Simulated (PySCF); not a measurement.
**Oxygen: a sound run and one with changed settings**

Sound run: O [He] 2s2 2p4, O⁺ [He] 2s2 2p3. All numbers are calculated (PySCF 2.14, no relativity, point nucleus, in def2-SVP). In the sound run the correlated levels freeze 1s2. The sound run starts from symmetry-adapted Hartree-Fock orbitals and uses a fine grid where one is needed.

A second run was set up differently.

```csv
species,method,sound run (hartree),changed run (hartree),converged
O,MP2,-74.82140,-74.82318,yes
O,CCSD(T),-74.83747,-74.83910,yes
O⁺,MP2,-74.34500,-74.34660,yes
O⁺,CCSD(T),-74.36051,-74.36198,yes
```

Ionisation energy of O:

| method | sound run (eV) | changed run (eV) |
| --- | --- | --- |
| UHF | 12.083 | 12.083 |
| MP2 | 12.963 | 12.969 |
| SCS-MP2 | 12.985 | 12.987 |
| CCSD | 12.972 | 12.976 |
| CCSD(T) | 12.979 | 12.983 |

Q: What was changed?
A. too few SCF iterations
B. a valence shell is frozen
C. all electrons correlated in a valence basis
D. basis contracted for another Hamiltonian

A: C. A valence basis has no tight correlating functions, so it recovers only part of the core correlation, and not evenly between atom and ion.
